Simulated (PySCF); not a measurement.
# Complex of water and dinitrogen

A gas-phase complex of water and dinitrogen; neutral, singlet. The structure comes from a short search (a few tight-binding starts) and was relaxed by PBE0-D3(BJ)/def2-SVPD; another way of binding may lie lower. No frequency run checks that it is a minimum.

Parts: 1 = water (O), atoms 1–3; 2 = dinitrogen (N#N), atoms 4–5.

```csv
atom,part,x (Å),y (Å),z (Å)
O1,1,-0.053,0.381,0.000
H2,1,-0.753,-0.270,-0.094
H3,1,0.759,-0.129,0.080
N4,2,3.908,-1.258,0.366
N5,2,2.863,-0.942,0.266
```

Contacts between parts, classed by geometry: H3···N5 2.264 Å (hydrogen bond, 169°).

Interaction energies are complex less parts, with the parts frozen as they stand in it; counterpoise-corrected, in kcal/mol (PySCF). The CCSD(T) estimate is Hartree-Fock/aug-cc-pVTZ, plus the MP2 correlation part extrapolated as X⁻³ from aug-cc-pVDZ and aug-cc-pVTZ, plus CCSD(T) less MP2 in aug-cc-pVDZ; noble-gas cores are frozen. It isn't the exact limit.

**Question.** How strongly do the parts interact, level by level?

**Answer.** 
```
                         level  interaction  superposition error removed
      Hartree-Fock/aug-cc-pVTZ         0.01                            -
               MP2/aug-cc-pVTZ        -1.17                        -0.42
CCSD(T), estimated basis limit        -1.13                            -
```

**Question.** What holds them together? Decompose the MP2/aug-cc-pVTZ energy: frozen parts, their antisymmetrised product, then relaxation.

**Answer.** electrostatic -1.7, Pauli repulsion +2.3, orbital relaxation -0.7, correlation -1.5 kcal/mol, which sum to the value before the counterpoise correction, the first three by Hartree-Fock. Of the attraction, 43 % is electrostatic, 39 % is correlation, 18 % is orbital relaxation.

The orbital and correlation terms together hold the superposition error of 0.4 kcal/mol.
